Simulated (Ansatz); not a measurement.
`[AlH2][O]P`, charge 0, multiplicity 1.

**Question.** Give a relaxed structure at PBE0-D4/def2-TZVP (Ansatz). (Best estimate.)

**Answer.** Computed: 
Z-matrix (Å, degrees):
```
Al
O 1 1.689
H 1 1.576 2 116.4
H 1 1.580 2 118.3 3 180.0
P 2 1.623 1 150.2 3 -170.1
H 5 1.432 2 101.1 1 -39.5
H 5 1.428 2 99.3 1 -132.5
```
